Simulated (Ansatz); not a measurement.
Two structures of AlH3SO, closed shell, reached by relaxing down either side of one saddle point (PBE0-D4/def2-TZVP). Energies are electronic, without zero-point energy. Computed with Ansatz 0.2.0 (basis: def2-TZVPP and def2-QZVPP); correlated methods freeze the cores. Extrapolation: Hartree–Fock as exp(−7.88 √X), correlation as X^−2.97. First:

Al1  (-0.403, 0.356, -0.150)
O2  (0.702, 0.309, 1.133)
S3  (-0.301, -1.287, -1.570)
H4  (0.711, -1.867, -0.898)
H5  (-1.458, 1.513, -0.331)
H6  (0.749, 0.976, 1.815)
(Å)

Second:

```xyz
6
angstrom
Al -0.7155 0.2737 -0.6378
O 0.7871 0.1360 0.6139
S -0.4530 -1.4795 -1.6394
H 1.0235 -0.7786 0.3406
H -1.4202 1.6273 -0.2518
H 0.7780 0.2212 1.5745
```

Problem. Which bonds change from the first to the second?

Solution. AlH₃SO ([OH][AlH][SH]) → AlHS ([AlH][S]) + H₂O (still joined by a long Al–O bond); bonds formed: O2–H4; bonds broken: S3–H4; bonds weakened to dative contacts: Al1–O2.

Problem. Give the saddle point's structure and its height above each. (An estimate is asked for; the value comes from the calculation.)

Solution. Computed: 1.637 eV above the first and 0.218 eV above the second (CCSD(T) at an estimated basis limit (MP2 extrapolated from triple and quadruple zeta, plus CCSD(T) − MP2 in triple zeta)).
```csv
atom,x (Å),y (Å),z (Å)
Al1,-0.6517,0.3761,-0.5058
O2,0.8050,0.1644,0.6205
S3,-0.2237,-1.4688,-1.3594
H4,0.7616,-0.8352,0.0141
H5,-1.5093,1.6806,-0.3490
H6,0.8180,0.0829,1.5795
```

No T1 diagnostic of these runs exceeds 0.014.

Labels in which every atom is bracketed show which atoms are joined, not bond orders.

For scale, one of the runs: CCSD(T)/def2-TZVPP, 157 basis functions, launched by `ansatz run in.yaml --threads 2 --pin off --events-out ev --progress --plain --max-ram 4352MiB`. The run took 12 s on 2 CPU threads of an Arm Neoverse V2 (shared host), with 1 GiB of host memory at its peak.
